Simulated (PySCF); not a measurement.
## Ionisation energy of Ne by level of theory

Ne [Ne] (1S) → Ne⁺ [He] 2s2 2p5 (2P), as a difference of total energies. Calculation: PySCF 2.14, in Sapporo-DZP-2012; the spin-free X2C one-electron Hamiltonian (Gaussian nucleus). Correlated levels: valence: 1s2 frozen. The calculations carry no spin-orbit coupling.

| method | ionisation energy (eV) |
| --- | --- |
| UHF | 19.634 |
| B3LYP | 21.315 |
| M06-L | 21.342 |
| MP2 (valence) | 21.176 |
| SCS-MP2 (valence) | 21.028 |
| CCSD (valence) | 20.955 |
| CCSD(T) (valence) | 20.955 |

Q: How much does correlation contribute at CCSD(T) (valence)?

A: 20.955 − (19.634) = 1.321 eV, measured against UHF.

Errors of the correlated levels include the incompleteness of this basis and the frozen core.

For comparison: 21.597 eV (measured; NIST levels, between the centres of gravity of the two terms).
